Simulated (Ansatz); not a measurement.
Geometry optimisation, Ansatz 0.2.0, UKS BHLYP-D4/cc-pVDZ.

Input:

```yaml
crystal:
  periodic: [false, false, false]
  atoms:
    - { symbol: H, position_ang: [0.660826, -0.914725, 0.139043] }
    - { symbol: S, position_ang: [1.807893, -1.488711, 0.576328] }
    - { symbol: C, position_ang: [-1.136564, 0.528394, -0.416885] }
    - { symbol: F, position_ang: [-0.664282, 1.672423, 0.069391] }
    - { symbol: H, position_ang: [2.335027, -0.304051, 0.936534] }
    - { symbol: H, position_ang: [-1.098693, 0.445979, -1.499347] }
    - { symbol: H, position_ang: [-1.904206, 0.06079, 0.194836] }
magnetization:
  spin_polarized: true
  initial_magnetization: 1
basis:
  gaussian: { orbitals: cc-pVDZ }
hamiltonian:
  xc: { name: BHLYP }
  dispersion: d4
relax:
  f_tol: 0.03
  max_steps: 50
```

Command:

```bash
$ ansatz run input.yaml --threads 2 --pin off --max-ram 3072MiB --backend cpu --events-out ev --progress --plain --runs-dir out
```

Q: Where does it end, and by what steps?

A: The forces met the threshold. The force dipped under the threshold on the way, but the program's further checks kept it going. After 27 steps the energy has fallen by 0.069 eV; H1 moved furthest, 1.37 Å.

```tsv
step	energy less start (eV)	largest force component (eV/Å)	accepted
0	0.0000	0.139	yes
1	-0.0035	0.094	yes
2	-0.0042	0.017	yes
3	-0.0053	0.063	yes
4	-0.0074	0.115	yes
5	-0.0116	0.185	yes
6	-0.0128	0.495	yes
7	-0.0288	0.360	yes
8	-0.0389	0.441	yes
9	-0.0485	0.357	yes
10	-0.0559	0.248	yes
11	-0.0586	0.047	yes
12	-0.0596	0.023	yes
13	-0.0596	0.249	no
14	-0.0604	0.048	yes
15	-0.0608	0.136	yes
16	-0.0613	0.062	yes
17	-0.0618	0.027	yes
18	-0.0610	0.250	no
19	-0.0622	0.072	yes
20	-0.0624	0.087	yes
21	-0.0628	0.072	yes
22	-0.0631	0.126	yes
23	-0.0637	0.182	yes
24	-0.0657	0.063	yes
25	-0.0674	0.090	yes
26	-0.0600	0.589	no
27	-0.0694	0.027	yes
```

```xyz
7
Properties=species:S:1:pos:R:3
H 1.339 -2.059 0.482
S 2.286 -1.112 0.344
C -1.309 0.673 -0.386
F -0.385 1.158 0.449
H 1.417 -0.112 0.574
H -1.020 0.673 -1.431
H -2.329 0.778 -0.032
```

Run time: 39 s on 2 threads of Arm Neoverse V2, with other jobs on the host, peak memory 0.15 GiB.
